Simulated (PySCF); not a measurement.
**SMILES CC[C@@H]1C[C@@H]1S, C5H10S**

Geometry (Å), atoms numbered from 1 in this order:
```xyz
16

C     1.981    0.940    0.188
C     0.471    1.030    0.031
C    -0.241   -0.186    0.567
C    -0.375   -1.429   -0.259
C    -1.598   -0.618    0.072
S    -2.429    0.198   -1.287
H     2.271    0.841    1.247
H     2.382    0.064   -0.345
H     2.481    1.835   -0.211
H     0.092    1.927    0.552
H     0.204    1.160   -1.030
H    -0.096   -0.349    1.642
H    -0.267   -2.409    0.213
H    -0.014   -1.379   -1.291
H    -2.279   -1.044    0.816
H    -2.822    1.303   -0.612
```

Method used: GIAO HF/pcSseg-1 magnetisability, rotational g tensor and spin-rotation constants, non-relativistic, gas phase (PySCF 2.14.0). Geometry: PBE0-D3(BJ)/def2-SVP.

Q: Give the nuclear spin-rotation constants along the inertial axes (H = +C I·J) beside the isotropic shieldings.

A: Rotational constants 5.3866, 1.6426, 1.4117 GHz. A star marks the isotopologue with that one atom substituted, in its own axes.
| atom | isotope | Caa (kHz) | Cbb (kHz) | Ccc (kHz) | mean (kHz) | σ (ppm) |
| --- | --- | --- | --- | --- | --- | --- |
| H7 | 1H | -0.372 | -0.135 | -0.062 | -0.190 | 30.6 |
| H8 | 1H | -0.578 | -0.105 | -0.034 | -0.239 | 30.6 |
| H9 | 1H | -0.444 | -0.017 | -0.142 | -0.201 | 30.5 |
| H10 | 1H | -0.578 | -0.098 | -0.030 | -0.235 | 30.3 |
| H11 | 1H | -0.415 | -0.126 | -0.058 | -0.199 | 30.6 |
| H12 | 1H | -0.457 | -0.138 | -0.061 | -0.219 | 31.3 |
| H13 | 1H | -0.587 | 0.010 | -0.147 | -0.241 | 30.9 |
| H14 | 1H | -0.602 | -0.172 | -0.007 | -0.261 | 31.7 |
| H15 | 1H | -0.437 | -0.117 | -0.060 | -0.205 | 30.2 |
| H16 | 1H | -0.623 | -0.119 | -0.029 | -0.257 | 29.6 |
| C1 | 13C* | 0.664 | 0.213 | 0.189 | 0.355 | 175.8 |
| C2 | 13C* | 0.799 | 0.218 | 0.194 | 0.404 | 169.7 |
| C3 | 13C* | 0.862 | 0.160 | 0.196 | 0.406 | 174.6 |
| C4 | 13C* | 0.671 | 0.181 | 0.185 | 0.345 | 180.8 |
| C5 | 13C* | 0.860 | 0.133 | 0.166 | 0.386 | 182.4 |
| S6 | 33S* | 1.185 | 0.223 | 0.322 | 0.577 | 631.4 |

For the geometry as given, no vibrational averaging.

Q: How do the rotational constants and the g tensor change when H7, H8, H9, H10, H11, H12, H13, H14, H15, H16 are replaced by deuterium?

A: Constants 4.1461, 1.4147, 1.2170 GHz; g 0.0067, 0.0026, -0.0009, against 0.0092, 0.0032, -0.0012 before.
